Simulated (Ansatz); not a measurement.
Tetragonal perovskite BaTiO3 (room-temperature form, which distorts further on cooling)

The numbers are results of r²SCAN (Ansatz, an electronic-structure program, plane waves, PAW), not measurements.

Run with plane-wave cutoff 500 eV, 8×8×8 k mesh, gaussian smearing 0.02 eV, no spin polarisation, scalar-relativistic PAW data made under PBE.

Cell (relaxed at this level):

```cif
data_BaO3Ti
_chemical_formula_sum 'Ba1 Ti1 O3'
_space_group_name_H-M_alt 'P4mm'
_space_group_IT_number 99
_space_group_name_Hall 'P 4 -2'
_cell_length_a 3.97221
_cell_length_b 3.97221
_cell_length_c 4.11244
_cell_angle_alpha 90.000
_cell_angle_beta 90.000
_cell_angle_gamma 90.000
loop_
_atom_site_label
_atom_site_type_symbol
_atom_site_symmetry_multiplicity
_atom_site_Wyckoff_symbol
_atom_site_fract_x
_atom_site_fract_y
_atom_site_fract_z
_atom_site_occupancy
Ba1 Ba 1 a 0.00000 0.00000 0.00593 1
Ti1 Ti 1 b 0.50000 0.50000 0.52384 1
O1 O 1 b 0.50000 0.50000 0.96674 1
O2 O 2 c 0.00000 0.50000 0.48374 1
```

```yaml
band_gap: 2.23 eV (on the SCF k mesh)
```

Note: the relaxation could not lower the start's symmetry, so the cell can be a saddle point above a distorted one.

Spin–orbit coupling is not included.

The computed numbers hold no vibrational or temperature effects.

Computing time: about 2.2 core-minutes (a rough figure).
